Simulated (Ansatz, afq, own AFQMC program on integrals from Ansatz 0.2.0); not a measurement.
AlGeH$_{2}$, doublet in cc-pVDZ, levels against CCSDT(Q)

```xyz
4

Ge    0.0000    0.0000    0.7334
Al    0.0000    0.0000   -1.7808
H     0.0000   -1.3746   -2.5938
H     0.0000    1.3746   -2.5938
```

Connectivity, by distances: Ge–AlH2.

Basis cc-pVDZ. Noble-gas cores (and the filled d shells of Ga–Kr and In–Xe) are frozen. Ansatz 0.2.0 and our own AFQMC program on the same integrals; the CISD trial comes from CCSD amplitudes, and released means the phaseless constraint is let go. Free AFQMC starts from the CCSD state and is never constrained. Its projection time is finite, and what remains of the start isn't in its error. Error bars are statistical, one sigma. No spin–orbit coupling.

Determinant: ROHF, the one that the program's search chose, which needn't be the lowest solution. The geometry is a point of a scan.

No full CI on the walks' own integrals is used here; CCSDT(Q) serves as the reference and is uncertain by about the last step of the cluster series.

Cautions: no relativity below Rb; no spin-orbit coupling; inner d shell frozen; higher spins were not checked; a spin-contaminated unrestricted determinant lies lower (UHF 142 meV lower, ⟨S²⟩ 1.16).

* T1 diagnostic: 0.0200
* weight of the determinant in the CISD state: 0.877
* size of the correlated space: 9 electrons in 36 orbitals

Reference: CCSDT(Q), correlation energy -4.425 eV. The released energy is read at 2.40 1/Eh (meV from the phaseless value at times in 1/Eh: -5 ± 10 at 0.24, -12 ± 10 at 0.51, -4 ± 9 at 0.99, 4 ± 8 at 1.62, 13 ± 14 at 2.40).

```json
{"level": "HF", "E − E(reference) (mEh)": "162.60", "share of correlation (%)": "0.00"}
{"level": "MP2", "E − E(reference) (mEh)": "41.56", "share of correlation (%)": "74.44"}
{"level": "CCSD", "E − E(reference) (mEh)": "5.16", "share of correlation (%)": "96.83"}
{"level": "CCSD(T)", "E − E(reference) (mEh)": "1.30", "share of correlation (%)": "99.20"}
{"level": "CCSDT", "E − E(reference) (mEh)": "0.20", "share of correlation (%)": "99.88"}
{"level": "ph-AFQMC/CISD", "E − E(reference) (mEh)": "-0.28 ± 0.30", "share of correlation (%)": "100.17"}
{"level": "released AFQMC", "E − E(reference) (mEh)": "0.20 ± 0.50", "share of correlation (%)": "99.88"}
{"level": "free AFQMC", "E − E(reference) (mEh)": "-0.17 ± 0.40", "share of correlation (%)": "100.10"}
```

Free projections are given only where their last times agree within the noise and don't stop above the reference; a slow remainder of the start can still hide under it. A walk keeps the symmetry of its determinant, which the program's search chose and which needn't be the lowest solution, so a lower state of the same spin and another symmetry isn't excluded. Released energies are given only where the last usable release times agree within the noise; a slower fall can still hide under it.
